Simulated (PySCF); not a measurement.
Computed χzz against gas-phase spectroscopy

Values to reproduce (atoms as numbered below): 14N at N5: χzz = -4.196 MHz [1].
[1] measured, gas; W. C. Bailey, Calculation of NQCC in Gaseous State Molecules (compilation of microwave values)

Species: isobutyronitrile, C4H7N.
Geometry (PBE0-D3(BJ)/def2-TZVP, Å), atoms numbered from 1 in this order:
```xyz
12
C4H7N angstrom
C      0.217   -0.837    1.046
C      0.419    0.161   -0.093
C     -0.609   -0.021   -1.207
C      0.381    1.528    0.419
N      0.341    2.601    0.831
H      0.308   -1.855    0.660
H     -0.777   -0.723    1.483
H      0.956   -0.697    1.835
H      1.422    0.019   -0.512
H     -1.621    0.117   -0.822
H     -0.451    0.694   -2.016
H     -0.530   -1.030   -1.616
```

What do the calculations give?

PySCF, non-relativistic, all at one geometry, with Q(14N) = 0.02044 b:

| level | functions | 14N N5 (MHz) | computed/reference − 1 (%) |
| --- | --- | --- | --- |
| B3LYP/pcJ-2 | 423 | -4.744 | +13.1 |
| B97-2/pcJ-2 | 423 | -4.483 | +6.8 |
| PBE0/pcSseg-2 | 278 | -4.677 | +11.5 |
| PBE0/pcJ-2 | 423 | -4.574 | +9.0 |

Closest here is B97-2/pcJ-2 (6.8 % unsigned error), furthest B3LYP/pcJ-2 (13.1 %); one molecule doesn't rank methods. Computed values are for fixed nuclei, while measured ones can include vibrational averaging. Isolated species at its PBE0-D3(BJ)/def2-TZVP geometry, gas phase.
